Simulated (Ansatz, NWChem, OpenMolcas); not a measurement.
How basis sets differ on BH2O (SMILES [BH]O)

The species is BH2O (4 atoms), meant as a doublet with charge 0. SMILES: `[BH]O`. Geometry: relaxed at PBE0-D4/def2-TZVP.

Each level gives the electronic atomisation energy (eV). The values are calculated. Electronic energies at fixed atoms, without zero-point motion or spin-orbit coupling.

```csv
level,kind,program,value (eV),CPU time (all runs)
UB3LYP/pcseg-0,global hybrid,NWChem,13.22,2.7 s
UB3LYP/pcseg-1,global hybrid,NWChem,13.94,3.6 s
UB3LYP/pcseg-3,global hybrid,NWChem,14.24,72 s
UB3LYP/STO-3G,global hybrid,Ansatz,16.10,1.2 s
UB3LYP/6-31G* (spherical functions),global hybrid,OpenMolcas,14.00,17 s
UB3LYP/6-31G* (Cartesian functions),global hybrid,OpenMolcas,14.00,19 s
UB3LYP/cc-pVTZ,global hybrid,OpenMolcas,14.21,43 s
UB3LYP/pcseg-2,global hybrid,NWChem,14.22,9.5 s
```

The values span 13.22 to 16.10 eV. Without the sets that lack polarisation functions the rows with a basis span only 13.94 to 14.24 eV. Times are those of the runs behind each value, whatever else they computed, on shared processors of several kinds: orders of magnitude only.
